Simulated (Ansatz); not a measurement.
Worked example: correlation energy of Ge₂H (H-bridged), quartet

Geometry: that of the Ge2H (H-bridged), doublet, kept fixed. The doublet lies 1.5 eV lower here.

```xyz
3

Ge    0.0000   -0.4466    1.1824
Ge    0.0000   -0.4466   -1.1824
H     0.0000    0.8933    0.0000
```

Basis cc-pVDZ; Ansatz 0.2.0. Only valence electrons are correlated (noble-gas cores and the filled d shells of p-block atoms frozen), which leaves 9 electrons in 31 orbitals. R marks a restricted (for open shells ROHF) determinant, U an unrestricted one. No spin–orbit coupling is included, and no scalar relativity.

Full CI isn't at hand for all of this; UCCSDTQ serves as the reference, and is uncertain by about the last step of the cluster series.

Runs differ by some tens of microhartree through their thresholds and, for an open shell, their frozen cores, so steps under 0.03 kcal/mol mean nothing.

```csv
level,total energy (hartree)
UHF,-4151.167407
UMP2,-4151.289979
UCCSD,-4151.321527
UCCSD(T),-4151.327071
UCCSDT,-4151.328362
UCCSDT(Q),-4151.328704
UCCSDTQ,-4151.328747
```

**Question.** What is the correlation energy at UCCSDTQ, and what share of it do UMP2 and UCCSD recover?

**Answer.** E(corr) = -4151.328747 − (-4151.167407) = -0.161340 hartree = -4.390 eV. UMP2: -0.122572 / -0.161340 = 75.97 %. UCCSD: -0.154120 / -0.161340 = 95.52 %.

**Question.** By how many kcal/mol does UCCSD(T) miss UCCSDTQ (1 hartree = 627.509 kcal/mol), and which steps make up the rest?

**Answer.** -4151.327071 − (-4151.328747) = 0.001676 hartree = 1.05 kcal/mol. Steps: UCCSDT − UCCSD(T) = -0.81, UCCSDT(Q) − UCCSDT = -0.21, UCCSDTQ − UCCSDT(Q) = -0.03 kcal/mol. Differences between like states or geometries often cancel part of this.
